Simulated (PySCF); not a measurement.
# CCSD(T)/STO-3G run of SiH2Cl2 (dichlorosilane (DCS))

What is the vertical singlet–triplet gap of SiH2Cl2 (dichlorosilane (DCS)) at CCSD(T)/STO-3G? The job is set up through a Python script.

The calculation is run with PySCF 2.14.0.

6 further runs of the same task are left out: 6 set aside as unsound or not needed.

### 1 The structure to begin with

SiH2Cl2: 5 atoms, total charge 0, spin state singlet. SMILES: `Cl[SiH2]Cl`. Geometry: relaxed at PBE0-D4/def2-TZVP.

Bond lengths: Cl1–Si2 2.040 Å, Si2–Cl3 2.040 Å, Si2–H4 1.476 Å, Si2–H5 1.476 Å. Angles: Cl1–Si2–Cl3 110.1°, Cl1–Si2–H4 108.5°, Cl1–Si2–H5 108.5°, Cl3–Si2–H4 108.5°, Cl3–Si2–H5 108.5°, H4–Si2–H5 112.7°.

### 2 A single-point energy at CCSD(T)/STO-3G

Input file calc.py:

```python
from pyscf import gto, scf, cc

mol = gto.Mole()
mol.atom = [
    ('Cl', (-1.036100, -0.393400, 1.609300)),
    ('Si', (0.136800, -0.071700, -0.028900)),
    ('Cl', (-0.799200, 1.196800, -1.324000)),
    ('H', (0.352000, -1.362200, -0.711200)),
    ('H', (1.396500, 0.556600, 0.413400)),
]
mol.basis = 'sto-3g'
mol.verbose = 3
mol.max_memory = 1860
mol.spin = 0
mol.build()

mf = scf.RHF(mol)
mf.conv_tol = 1e-10
mf.kernel()
if not mf.converged:
    mf = mf.newton().run(mf.mo_coeff, mf.mo_occ)

mycc = cc.CCSD(mf, frozen=15)
mycc.kernel()
e_t = mycc.ccsd_t()
e_final = mycc.e_tot + e_t
print(f'total energy: {e_final:.8f} hartree')
```

Launch:

```bash
$ OMP_NUM_THREADS=1 python calc.py
```

The log of the run:

```text
converged SCF energy = -1196.02828624166
E(CCSD) = -1196.091326659544  E_corr = -0.06304041788034996
CCSD(T) correction = -0.000923989477592827
total energy: -1196.09225065 hartree
```

Wall time 0.83 s (1 thread of Arm Neoverse V1, shared host); peak memory 0.1 GiB.

### 3 The triplet

Input file calc.py:

```python
from pyscf import gto, cc

system = gto.Mole()
system.atom = '''
Cl      -1.036100      -0.393400       1.609300
Si       0.136800      -0.071700      -0.028900
Cl      -0.799200       1.196800      -1.324000
H        0.352000      -1.362200      -0.711200
H        1.396500       0.556600       0.413400
'''
system.basis = 'sto-3g'
system.spin = 2
system.charge = 0
system.max_memory = 1860
system.verbose = 3
system.build()

myscf = system.UHF()
myscf.conv_tol = 1e-10
myscf.kernel()
if not myscf.converged:
    myscf = myscf.newton().run(myscf.mo_coeff, myscf.mo_occ)

mycc = cc.CCSD(myscf, frozen=15)
mycc.kernel()
e_t = mycc.ccsd_t()
e_tot = mycc.e_tot + e_t
print('Final energy', e_tot)
```

Launch:

```bash
$ OMP_NUM_THREADS=1 python calc.py
```

The log of the run:

```text
WARN: HOMO 0.162484152050992 >= LUMO -0.381779035325617

WARN: HOMO -0.028107379755113 >= LUMO -0.138909534287717

WARN: HOMO -0.0170399818402614 >= LUMO -0.108822943120855

WARN: HOMO -0.0253140550785394 >= LUMO -0.0970394562384628

WARN: HOMO -0.0261630506358524 >= LUMO -0.0963531924149973

WARN: HOMO -0.0303875463336908 >= LUMO -0.092561314821728

WARN: HOMO -0.0313700177699556 >= LUMO -0.0937453072114214

WARN: HOMO -0.0319228510734101 >= LUMO -0.0925910192814686

WARN: HOMO -0.0320798735558202 >= LUMO -0.092279168933413

WARN: HOMO -0.0311071439875185 >= LUMO -0.0940801001137797

WARN: HOMO -0.0317822469499726 >= LUMO -0.0929854978357227

WARN: HOMO -0.0316848866003501 >= LUMO -0.0931493252748021

WARN: HOMO -0.0316952682095415 >= LUMO -0.0931264634156244

WARN: HOMO -0.0316952167386504 >= LUMO -0.0931262973474248

WARN: HOMO -0.0316952274331672 >= LUMO -0.0931262674869467

converged SCF energy = -1195.6542821086  <S^2> = 2.0097243  2S+1 = 3.0064759
E(UCCSD) = -1195.742621463237  E_corr = -0.08833935463831326
UCCSD(T) correction = -0.00514071127398611
Final energy -1195.747762174511
```

Run time: 1.2 s. Hardware: 1 thread of Arm Neoverse V1, shared host; peak memory 0.12 GiB.

### 4 What came out

Level: CCSD(T)/STO-3G, 15 core orbitals frozen.

```
                                                           quantity           value
                                              singlet: total energy  -1196.09225 Eh
                      singlet: dipole moment (Hartree–Fock density)          2.95 D
                       singlet: HOMO energy (Hartree–Fock orbitals)       -10.70 eV
                       singlet: LUMO energy (Hartree–Fock orbitals)         7.98 eV
                     singlet: HOMO–LUMO gap (Hartree–Fock orbitals)        18.67 eV
              singlet: correlation energy (15 core orbitals frozen)       -64.0 mEh
                                            singlet: (T) correction       -0.92 mEh
                                             singlet: T1 diagnostic           0.005
                                              triplet: total energy  -1195.74776 Eh
                      triplet: dipole moment (Hartree–Fock density)          2.64 D
triplet: HOMO energy (Hartree–Fock orbitals) (highest over α and β)        -0.86 eV
              triplet: correlation energy (15 core orbitals frozen)       -93.5 mEh
                                            triplet: (T) correction       -5.14 mEh
                         triplet: ⟨S²⟩ of the reference determinant           2.010
                                             triplet: T1 diagnostic           0.017
                   vertical energy of the triplet above the singlet        9.374 eV
```

In words: At this shape the triplet lies 9.37 eV (216 kcal/mol) above the singlet. In a minimal basis such a difference can be off by several eV, whatever the method. The triples (singlet) make up 1.4 % of the correlation energy. The triples (triplet) make up 5.5 % of the correlation energy.
